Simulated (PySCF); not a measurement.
# Stretching SiS

Set-up: PySCF, spin-free X2C with a Gaussian nucleus, basis sets Si x2c-SVPall, S x2c-SVPall. Energies in eV from Si + S in their ground configurations at the same level. State: ¹Σ⁺ (singlet), closed shell.

All columns are LDA. A positive dipole means Si(−)S(+).

```csv
R (Å),E (eV),μ (D),Mulliken charge on Si (basis-dependent),HOMO (eV),LUMO (eV),Mayer bond order,⟨S²⟩
1.672,-5.499,-0.32,0.02,-6.59,-2.34,2.51,0.00
1.750,-6.472,-0.59,0.07,-6.71,-2.57,2.49,0.00
1.827,-7.015,-0.86,0.11,-6.81,-2.79,2.47,0.00
1.886,-7.214,-1.06,0.14,-6.87,-2.94,2.46,0.00
1.944,-7.278,-1.26,0.16,-6.92,-3.09,2.45,0.00
2.002,-7.237,-1.45,0.19,-6.95,-3.23,2.44,0.00
2.080,-7.062,-1.69,0.21,-6.83,-3.40,2.43,0.00
2.177,-6.709,-1.98,0.23,-6.61,-3.61,2.43,0.00
2.294,-6.171,-2.29,0.25,-6.38,-3.83,2.43,0.00
2.449,-5.373,-2.66,0.25,-6.12,-4.07,2.44,0.00
```

A fit through these points gives, at Re = 1.948 Å, μ = -1.27 D and dμ/dR = -3.32 D/Å; the reduced mass is 14.92 u.

**Question.** How strong is the fundamental in the double-harmonic approximation, I = 42.26·(dμ/dR)²/μred km/mol?

**Answer.** I = 42.26·(-3.32)²/14.92 = 31.2 km/mol at LDA.
